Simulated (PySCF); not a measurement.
Compound: C4H7ClO.
Numbering: `[Cl:1][CH2:2][CH:3]1[CH2:4][O:5][CH2:6]1` (hydrogens: H7, H8 on C2; H9 on C3; H10, H11 on C4; H12, H13 on C6)

Geometry (PBE0-D3(BJ)/def2-SVP, Å), atoms numbered from 1 in this order:
```
atom  x, y, z in Å
Cl1    0.1196   -2.7607   -1.2079
C2    -0.7944   -1.4510   -0.4011
C3    -0.1313   -0.1168   -0.6220
C4    -0.6225    1.0294    0.2790
O5     0.6426    1.1402    0.9158
C6     1.2022    0.1106    0.1033
H7    -1.8160   -1.4693   -0.8064
H8    -0.8375   -1.7003    0.6693
H9    -0.1110    0.1201   -1.6955
H10   -1.4324    0.7640    0.9843
H11   -0.9138    1.9528   -0.2521
H12    2.0307    0.4743   -0.5283
H13    1.5634   -0.7513    0.6926
```

Method used: PySCF, TDDFT B3LYP/def2-SVPD, vertical, gas phase, core orbitals frozen in the response.

Transition dipole moments from the ground state, in atomic units and in the frame of the coordinates above (overall signs are arbitrary), for the states with f of 0.002 or more among the lowest 6:

```
state  E (eV)      μx      μy      μz
   S1   6.430  -0.109  -0.270   0.088
   S2   6.785  -0.026  -0.042   0.121
   S3   7.041   0.079   0.074  -0.092
   S4   7.170  -0.123  -0.016  -0.052
   S5   7.199   0.034   0.126  -0.038
   S6   7.300   0.124   0.076   0.003
```

(1) What oscillator strength does each state have?

(2) Which bond between heavy atoms lies closest to the direction of the S1 transition dipole?

(3) What peak molar absorption coefficient would the strongest computed level give as a lone Gaussian band 0.3 eV wide at half height?

Answers

(1) f = (2/3) ΔE |μ|² with ΔE in hartree (27.2114 eV).

```json
{"state": "S1", "|μ|² (au)": "0.093", "|μ| (D)": "0.77", "f": "0.015"}
{"state": "S2", "|μ|² (au)": "0.017", "|μ| (D)": "0.33", "f": "0.003"}
{"state": "S3", "|μ|² (au)": "0.020", "|μ| (D)": "0.36", "f": "0.003"}
{"state": "S4", "|μ|² (au)": "0.018", "|μ| (D)": "0.34", "f": "0.003"}
{"state": "S5", "|μ|² (au)": "0.018", "|μ| (D)": "0.34", "f": "0.003"}
{"state": "S6", "|μ|² (au)": "0.021", "|μ| (D)": "0.37", "f": "0.004"}
```

(2) C2–C3, at 9° from it; next C3–C4 at 68°.

(3) ε(max) = 2.175×10⁸ f / FWHM, with the width in cm⁻¹. S1: 2.175×10⁸ × 0.0146 / 2420 ≈ 1300 L mol⁻¹ cm⁻¹.

One conformer stands for the species.
